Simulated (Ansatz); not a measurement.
Energy needed to pull apart CH₄S (SMILES CS), singlet, into free ground-state atoms, from the structure below (displaced at random from a GFN2-xTB minimum); no zero-point or spin–orbit terms; open-shell atoms are treated unrestricted, in their ground-state multiplicity.

| atom | x (Å) | y (Å) | z (Å) |
| --- | --- | --- | --- |
| C1 | -0.1512 | -0.3079 | -0.3671 |
| S2 | 0.5693 | 0.0703 | 1.2582 |
| H3 | -1.1039 | 0.0021 | -0.4041 |
| H4 | -0.0350 | -1.4248 | -0.4938 |
| H5 | 0.3853 | 0.2348 | -1.0505 |
| H6 | 0.3770 | 1.3105 | 1.2455 |

Ansatz 0.2.0; basis: def2-TZVPP; cores frozen in the correlated methods.

```csv
method,atomization energy (kcal/mol)
PBE-D4,469.5
BLYP-D4,461.5
r2SCAN-D4,465.4
PBE0-D4,465.0
CAM-B3LYP-D4,465.8
wB97M-V,468.0
HF,?
MP2,455.0
CCSD,?
CCSD(T),454.0
```

(1) What does HF give? (To be estimated.)

(2) What does CCSD give? (Judge from chemistry; the value comes from the calculation.)

No T1 diagnostic of these runs exceeds 0.009.

Answers

(1) The calculation gives: 342.4 kcal/mol, which is about 111.6 kcal/mol less than CCSD(T)/def2-TZVPP.

(2) The calculation gives: 448.7 kcal/mol, which is about 5.3 kcal/mol less than CCSD(T)/def2-TZVPP.

In triple zeta the MP2 and coupled-cluster atomization energies are still short of their basis limit by a few kcal/mol a bond, whereas those of the functionals are nearly converged, so these differences are not deviations from converged CCSD(T).

For scale, one of the runs: CCSD(T)/def2-TZVPP forces, 129 basis functions (an equivalent command: `ansatz run in.yaml --threads 4`). The run took 14 s on 4 CPU threads (shared host), with 1.1 GiB of host memory at its peak.
